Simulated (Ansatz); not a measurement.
A run for Ansatz (a program for electronic structure): R-revPBE/def2-TZVPPD on C2H4 (SMILES C=C). Files ending in .json are basis or fitting sets from the Basis Set Exchange.

Ansatz 0.2 input:
```yaml
crystal:
  periodic: [false, false, false]
  atoms:
    - {symbol: H, position_ang: [0.92444510, -1.23172221, -1.90619313]}
    - {symbol: H, position_ang: [-0.92444510, -1.23172221, -1.90619313]}
    - {symbol: H, position_ang: [-0.92444510, 1.23172221, -1.90619313]}
    - {symbol: H, position_ang: [0.92444510, 1.23172221, -1.90619313]}
    - {symbol: C, position_ang: [0.00000000, 0.66728778, -1.90556520]}
    - {symbol: C, position_ang: [0.00000000, -0.66728778, -1.90556520]}
basis:
  gaussian:
    orbitals: def2-TZVPPD.json
hamiltonian:
  xc: {name: revPBE}
scf: {lower_state_search: off}
```

It printed:

```
WARN ansatz: RAYON_NUM_THREADS=2 ignored (pool sized by the plan → 2); use --threads N
Functional definition: revPBE
these checks for a lower state are left out or cut short: stability, starts, cluster_reference, orbital_swaps, neighbouring_geometries, increment
integrals: 0.03 GiB planned
584 factors; their error is unknown
mean field: 0.36 GiB planned
mean field evaluation 1: about -2131.2785 eV, gradient 5.5e1 eV
mean field evaluation 2: about -2121.4745 eV, gradient 7.9e1 eV
mean field evaluation 4: about -2138.6977 eV, gradient 8.6e-1 eV
mean field evaluation 8: about -2138.6787 eV, gradient 8.3e-3 eV
mean field evaluation 16: about -2138.6787 eV, gradient 2.6e-6 eV
mean field -2138.67868750 eV, -78.5949921171 hartree, gradient 2.6e-6 eV, S^2 0.000000; 0 other end points of the search recorded, 0 dependent functions left out
reference -2138.67872880 eV, -78.5949936350 hartree; 8, 8 occupied and 134, 134 virtual orbitals, 584 factors
Total energy: -2138.67872880 eV, -78.5949936350 hartree
Checks for a lower state left out: stability, starts, cluster_reference, orbital_swaps, neighbouring_geometries, increment
```

The calculation finished and met its thresholds.

Cost: roughly 0.9 core-seconds.
